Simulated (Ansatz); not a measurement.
**Lead, fcc under LDA: how the cold (Marzari-Vanderbilt) smearing moves the result**

How small must the cold (Marzari-Vanderbilt) smearing width be for energy and pressure to settle? The geometry was relaxed under LDA beforehand and stays fixed; 7 values are run, from 0.01 to 1.0 eV. Wanted are the values from which on the energy stays within 10 and 1 meV/atom, and the pressure within 0.5 GPa, of the narrowest run. Within the series other settings stay, but some runs also write fields, which adds to their time. Spin polarisation is left out.

Method: DFT LDA, plane waves with PAW, scalar-relativistic, in Ansatz 0.2.0.

**1. Starting point**

The structure is cubic, space group Fm-3m (No. 225). The conventional cell has a = 4.875 Å, b = 4.875 Å, c = 4.875 Å, α = 90.00°, β = 90.00°, γ = 90.00°. Around Pb (site symmetry m-3m) lie 12 Pb at 3.45 Å.

Structure file:

```xyz
1
Lattice="0.0000 2.4375 2.4375 2.4375 0.0000 2.4375 2.4375 2.4375 0.0000" Properties=species:S:1:pos:R:3 pbc="T T T"
Pb    0.0000    0.0000    0.0000
```

**2. Run at 0.01 eV**

The run at 0.01 eV.

Contents of input.yaml:

```yaml
crystal:
  lattice:
    - [0.0, 2.4375492138, 2.4375492138]
    - [2.4375492138, 0.0, 2.4375492138]
    - [2.4375492138, 2.4375492138, 0.0]
  atoms:
    - { symbol: Pb, position: [0.0, 0.0, 0.0] }
hamiltonian:
  xc: lda
  pseudopotentials:
    kind: paw
    azcp:
      Pb: "pseudopotentials/Pb.paw.azcp"
basis:
  ecutwfc: 420
  fft_grid_basis: typed
kpoints:
  mp_grid: { grid: [11, 11, 11], shift: [0, 0, 0] }
magnetization:
  spin_polarized: false
scf:
  occupations: { method: cold, width: 0.01 }
  lower_state_search: "off"
output:
  stress: true
  write_density: true
  write_potential: true
  elf: true
  volumetric_format: npy
```

Launch:

```
ansatz run input.yaml --threads 2 --pin off --max-ram 5120MiB --backend cpu --events-out ev --progress --plain --runs-dir out
```

**3. Run at 0.03 eV**

The run at 0.03 eV.

Changes to input.yaml since step 2:

```diff
@@ -21,3 +21,3 @@
 scf:
-  occupations: { method: cold, width: 0.01 }
+  occupations: { method: cold, width: 0.03 }
   lower_state_search: "off"
@@ -25,5 +25 @@
   stress: true
-  write_density: true
-  write_potential: true
-  elf: true
-  volumetric_format: npy
```

**4. Run at 0.1 eV**

The run at 0.1 eV.

Changes to input.yaml since step 3:

```diff
@@ -21,3 +21,3 @@
 scf:
-  occupations: { method: cold, width: 0.03 }
+  occupations: { method: cold, width: 0.1 }
   lower_state_search: "off"
@@ -25 +25,5 @@
   stress: true
+  write_density: true
+  write_potential: true
+  elf: true
+  volumetric_format: npy
```

**5. Run at 0.2 eV**

The run at 0.2 eV.

Changes to input.yaml since step 4:

```diff
@@ -21,3 +21,3 @@
 scf:
-  occupations: { method: cold, width: 0.1 }
+  occupations: { method: cold, width: 0.2 }
   lower_state_search: "off"
@@ -25,5 +25 @@
   stress: true
-  write_density: true
-  write_potential: true
-  elf: true
-  volumetric_format: npy
```

**6. Run at 0.3 eV**

The run at 0.3 eV.

Changes to input.yaml since step 5:

```diff
@@ -21,3 +21,3 @@
 scf:
-  occupations: { method: cold, width: 0.2 }
+  occupations: { method: cold, width: 0.3 }
   lower_state_search: "off"
```

**7. Run at 0.6 eV**

The run at 0.6 eV.

Changes to input.yaml since step 6:

```diff
@@ -21,3 +21,3 @@
 scf:
-  occupations: { method: cold, width: 0.3 }
+  occupations: { method: cold, width: 0.6 }
   lower_state_search: "off"
@@ -25 +25,5 @@
   stress: true
+  write_density: true
+  write_potential: true
+  elf: true
+  volumetric_format: npy
```

**8. Run at 1.0 eV**

The run at 1.0 eV.

Changes to input.yaml since step 7:

```diff
@@ -21,3 +21,3 @@
 scf:
-  occupations: { method: cold, width: 0.6 }
+  occupations: { method: cold, width: 1.0 }
   lower_state_search: "off"
@@ -25,5 +25 @@
   stress: true
-  write_density: true
-  write_potential: true
-  elf: true
-  volumetric_format: npy
```

(Steps that only read results are left out.)

Q: Predict the outcome of this session.

The runs gave:

| quantity | value |
| --- | --- |
| E(σ → 0) stays within 10 meV/atom of 0.01 eV | up to 1.0 eV |
| E(σ → 0) stays within 1 meV/atom | up to 0.1 eV |
| pressure stays within 0.5 GPa | up to 1.0 eV |
| pressure at 0.01 eV | 0.07 GPa |
| energy of a separate run on a finer mesh (18×18×18) | +6.6 meV/atom from 0.01 eV |

**Reading.** The far end, 1.0 eV, lies +2.3 meV/atom and +0.1 GPa from the yardstick. Over the range F shifts by +2.2 meV/atom, while E(σ → 0) shifts by +2.3. This scheme cancels the term in the square of the width, so F moves little up to 0.2 eV. The mesh (11×11×11) is fixed, so the narrowest widths carry a k-point error of their own. The yardstick itself is unsettled by 6.6 meV/atom against the finer mesh, so the thresholds above hold only within this series, and wider smearing, which averages over more states, can land nearer the fine-mesh value than the narrowest does. The cell taken over is 4 % smaller than the measured one (30.33 Å³/atom, COD).
